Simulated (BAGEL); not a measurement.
# Si2H6O (SMILES [SiH3]O[SiH3]): HF/6-31G(d) (density fitting with cc-pvqz-jkfit, spherical functions)

What is the energy change on altering one bond length of Si2H6O at HF/6-31G* (density fitting with cc-pvqz-jkfit, spherical functions)? 

Program for the calculation: BAGEL 1.2.2.

4 further runs of the same task are left out: 1 that didn't finish, 3 set aside as unsound or not needed.

**1. The system as given**

Si2H6O has 9 atoms, charge 0, and is taken as a singlet. As SMILES, `[SiH3]O[SiH3]`. The shape is that of a PBE0-D4/def2-TZVP optimisation.

Bond lengths: Si1–O2 1.634 Å, O2–Si3 1.634 Å, Si1–H4 1.487 Å, Si1–H5 1.483 Å, Si1–H6 1.487 Å, Si3–H7 1.483 Å, Si3–H8 1.486 Å, Si3–H9 1.487 Å. Some angles: Si1–O2–Si3 147.2°, O2–Si1–H4 110.2°, O2–Si1–H5 108.3°, O2–Si1–H6 110.2°, O2–Si3–H7 108.3°, O2–Si3–H8 110.2°, O2–Si3–H9 110.2°, H4–Si1–H5 109.6°, H4–Si1–H6 109.0°, H5–Si1–H6 109.6°.

**2. A single-point energy at HF/6-31G(d) (density fitting with cc-pvqz-jkfit, spherical functions)**

The input, calc.json:

```json
{ "bagel" : [

{
  "title" : "molecule",
  "basis" : "6-31gs.json",
  "df_basis" : "cc-pvqz-jkfit",
  "angstrom" : true,
  "geometry" : [
    { "atom" : "Si", "xyz" : [      -0.710290,       1.052660,      -0.919520 ] },
    { "atom" : "O", "xyz" : [       0.425550,       0.090990,      -0.245380 ] },
    { "atom" : "Si", "xyz" : [       0.775570,      -1.038810,       0.881750 ] },
    { "atom" : "H", "xyz" : [      -1.787270,       0.226580,      -1.525660 ] },
    { "atom" : "H", "xyz" : [      -0.060640,       1.872420,      -1.970220 ] },
    { "atom" : "H", "xyz" : [      -1.306170,       1.942760,       0.111330 ] },
    { "atom" : "H", "xyz" : [       2.224270,      -1.343130,       0.800010 ] },
    { "atom" : "H", "xyz" : [      -0.009310,      -2.275600,       0.628780 ] },
    { "atom" : "H", "xyz" : [       0.448290,      -0.527870,       2.238910 ] }
  ]
},

{ "title" : "hf" },

{ "title" : "print", "file" : "orbitals.molden", "orbitals" : true }

]}
```

The basis set 6-31G* is read from a file made from the Basis Set Exchange's data (not shown).

Started as:

```sh
$ BAGEL_NUM_THREADS=1 BAGEL calc.json > calc.out
```

What it wrote:

```text
* using 1 threads per process

  ===============================================================
  ===============================================================

  *** Geometry ***

  { "atom" : "Si", "xyz" : [     -1.342254,      1.989239,     -1.737641 ] },
  { "atom" : "O", "xyz" : [      0.804173,      0.171946,     -0.463701 ] },
  { "atom" : "Si", "xyz" : [      1.465615,     -1.963066,      1.666266 ] },
  { "atom" : "H", "xyz" : [     -3.377451,      0.428174,     -2.883080 ] },
  { "atom" : "H", "xyz" : [     -0.114593,      3.538361,     -3.723176 ] },
  { "atom" : "H", "xyz" : [     -2.468304,      3.671284,      0.210383 ] },
  { "atom" : "H", "xyz" : [      4.203261,     -2.538148,      1.511800 ] },
  { "atom" : "H", "xyz" : [     -0.017593,     -4.300261,      1.188222 ] },
  { "atom" : "H", "xyz" : [      0.847145,     -0.997530,      4.230927 ] },

  Number of auxiliary basis functions:      708

  Since a DF basis is specified, we compute 2- and 3-index integrals:
    o Being stored without compression. Storage requirement is 0.022 GB

  Number of basis functions:       62
  Number of electrons      :       42

    * METHOD: MOLECULE                             0.50

  *** RHF ***

  === Nuclear Repulsion ===
   159.4190289147

      * DIIS with orbital gradients will be used.

  === RHF iteration (6-31gs.json) ===
      0       -656.08598582          0.02304816           0.09
      1       -656.18444025          0.01635860           0.08
      2       -656.25413144          0.00154161           0.09
      3       -656.25531778          0.00014878           0.09
      4       -656.25533068          0.00002804           0.09
      5       -656.25533121          0.00000582           0.08
      6       -656.25533124          0.00000164           0.09
      7       -656.25533124          0.00000027           0.09
      8       -656.25533124          0.00000007           0.09
      9       -656.25533124          0.00000002           0.08
     10       -656.25533124          0.00000000           0.11
    * SCF iteration converged.

    * Permanent dipole moment:
           (    0.160393,     0.034039,    -0.092748) a.u.

    * METHOD: HF                                   1.14

    * METHOD: PRINT                                0.01

  ===============================================================
```

It took 1.9 s on 1 thread of Arm Neoverse V2, shared host.

**3. The distorted shape, same level**

The input, input.json:

```json
{ "bagel": [

{
  "title": "molecule",
  "basis": "6-31gs.json",
  "df_basis": "cc-pvqz-jkfit",
  "angstrom": "true",
  "geometry": [
    { "atom": "Si", "xyz": [      -0.880661,       1.196907,      -1.020638 ] },
    { "atom": "O", "xyz": [       0.425550,       0.090990,      -0.245380 ] },
    { "atom": "Si", "xyz": [       0.775570,      -1.038810,       0.881750 ] },
    { "atom": "H", "xyz": [      -1.957641,       0.370827,      -1.626778 ] },
    { "atom": "H", "xyz": [      -0.231011,       2.016667,      -2.071338 ] },
    { "atom": "H", "xyz": [      -1.476541,       2.087007,       0.010212 ] },
    { "atom": "H", "xyz": [       2.224270,      -1.343130,       0.800010 ] },
    { "atom": "H", "xyz": [      -0.009310,      -2.275600,       0.628780 ] },
    { "atom": "H", "xyz": [       0.448290,      -0.527870,       2.238910 ] }
  ]
},

{ "title": "hf" },

{ "title": "print", "file": "orbitals.molden", "orbitals": "true" }

]}
```

The basis set 6-31G* is read from a file made from the Basis Set Exchange's data (not shown).

Started as:

```sh
$ BAGEL_NUM_THREADS=1 BAGEL input.json > input.out
```

What it wrote:

```text
* using 1 threads per process

  ===============================================================
  ===============================================================

  *** Geometry ***

  { "atom" : "Si", "xyz" : [     -1.664208,      2.261826,     -1.928726 ] },
  { "atom" : "O", "xyz" : [      0.804173,      0.171946,     -0.463701 ] },
  { "atom" : "Si", "xyz" : [      1.465615,     -1.963066,      1.666266 ] },
  { "atom" : "H", "xyz" : [     -3.699405,      0.700761,     -3.074165 ] },
  { "atom" : "H", "xyz" : [     -0.436548,      3.810948,     -3.914262 ] },
  { "atom" : "H", "xyz" : [     -2.790258,      3.943872,      0.019298 ] },
  { "atom" : "H", "xyz" : [      4.203261,     -2.538148,      1.511800 ] },
  { "atom" : "H", "xyz" : [     -0.017593,     -4.300261,      1.188222 ] },
  { "atom" : "H", "xyz" : [      0.847145,     -0.997530,      4.230927 ] },

  Number of auxiliary basis functions:      708

  Since a DF basis is specified, we compute 2- and 3-index integrals:
    o Being stored without compression. Storage requirement is 0.022 GB

  Number of basis functions:       62
  Number of electrons      :       42

    * METHOD: MOLECULE                             0.47

  *** RHF ***

  === Nuclear Repulsion ===
   151.3241390514

      * DIIS with orbital gradients will be used.

  === RHF iteration (6-31gs.json) ===
      0       -656.03413534          0.02473360           0.08
      1       -656.12811557          0.01930044           0.08
      2       -656.22826040          0.00167118           0.08
      3       -656.22962627          0.00017454           0.08
      4       -656.22964198          0.00003184           0.08
      5       -656.22964263          0.00000711           0.08
      6       -656.22964267          0.00000237           0.08
      7       -656.22964268          0.00000061           0.08
      8       -656.22964268          0.00000020           0.08
      9       -656.22964268          0.00000005           0.08
     10       -656.22964268          0.00000001           0.08
     11       -656.22964268          0.00000000           0.08
    * SCF iteration converged.

    * Permanent dipole moment:
           (    0.554398,    -0.361191,     0.209160) a.u.

    * METHOD: HF                                   1.13

    * METHOD: PRINT                                0.01

  ===============================================================
```

It took 1.8 s on 1 thread of Arm Neoverse V2, shared host.

**4. Outcome**

Level: HF/6-31G* (density fitting with cc-pvqz-jkfit, spherical functions).

```
                                                          quantity          value
                                         first shape: total energy  -656.25533 Eh
                                        first shape: dipole moment         0.48 D
                                          first shape: HOMO energy      -12.17 eV
                                          first shape: LUMO energy        3.46 eV
                                        first shape: HOMO–LUMO gap       15.63 eV
                                     distorted shape: total energy  -656.22964 Eh
                                    distorted shape: dipole moment         1.76 D
                                      distorted shape: HOMO energy      -11.83 eV
                                      distorted shape: LUMO energy        3.04 eV
                                    distorted shape: HOMO–LUMO gap       14.87 eV
energy change with the Si1–O2 bond stretched from 1.634 to 1.879 Å       0.699 eV
```

With the Si1–O2 bond stretched from 1.634 to 1.879 Å the energy rises by 0.70 eV (67.4 kJ/mol). The first shape isn't relaxed at this level, so the change isn't measured from a minimum.
